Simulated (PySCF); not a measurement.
# Property card for cyclopentene, `C1=CCCC1`

Species: cyclopentene, C5H8.
Geometry (GFN2-xTB, Å), atoms numbered from 1 in this order:
```xyz
13
C5H8 angstrom
C      0.3527    1.3053   -0.0469
C      1.2972    0.3821   -0.0318
C      0.7305   -1.0061   -0.0510
C     -0.7720   -0.7858    0.1981
C     -1.0218    0.7068   -0.0801
H      0.5017    2.3714   -0.0606
H      2.3599    0.5548   -0.0307
H      0.9141   -1.4700   -1.0245
H      1.1853   -1.6454    0.7072
H     -1.3886   -1.4271   -0.4291
H     -1.0060   -1.0082    1.2394
H     -1.6862    1.1597    0.6574
H     -1.4712    0.8631   -1.0650
```

GFN2-xTB geometry:

* Point group of the GFN2-xTB geometry: Cs
* Rotational constants A, B, C of the GFN2-xTB geometry: 7.397, 7.342, 3.987 GHz

wB97X-D/def2-SVPD ground state and vertical TDDFT (core frozen in the response) (PySCF):

- Dipole moment: 0.23 D
- HOMO energy: -8.71 eV
- LUMO energy: 2.52 eV
- HOMO–LUMO gap: 11.23 eV
- Lowest singlet excitation: 6.96 eV (178 nm, f = 0.009)
- Strongest line among the 8 lowest singlet transitions: S2 at 7.13 eV (174 nm, f = 0.253)
- Lowest triplet excitation (Tamm–Dancoff): 4.50 eV
- Static isotropic polarisability: 56.0 au
- Electronic spatial extent ⟨r²⟩ about the centre of nuclear charge: 372 bohr²

From delta-SCF UKS SCAN, pcX-2 on the ionised atom, pcseg-1 elsewhere, spin-free X2C (PySCF):

* Core binding energies: C1s 289.9 (C1/C2), C1s 290.4 (C4), C1s 290.5 (C3/C5) eV

Monoisotopic mass from the formula: 68.0626 u.

The 8 singlets span 6.96 to 8.83 eV, and their oscillator strengths add up to 0.34. S1 lies 4.27 eV below the HOMO–LUMO gap; its leading configuration is HOMO→LUMO+1, weight 0.92. The rotational constants make it an asymmetric top with κ = (2B − A − C)/(A − C) = 0.97, nearer the oblate limit (+1). The polarisability is 8.30 Å³ as a volume (1 au = 0.148185 Å³), or 1.47 au for each of the 38 electrons. The principal polarisabilities are 45.6, 57.0 and 65.5 au; their mean is the isotropic value. The dipole matches unit charges of opposite sign 0.05 Å apart (1 e·Å = 4.8032 D).

The structure is a single GFN2-xTB conformer in the gas phase; no vibrational or solvent corrections.
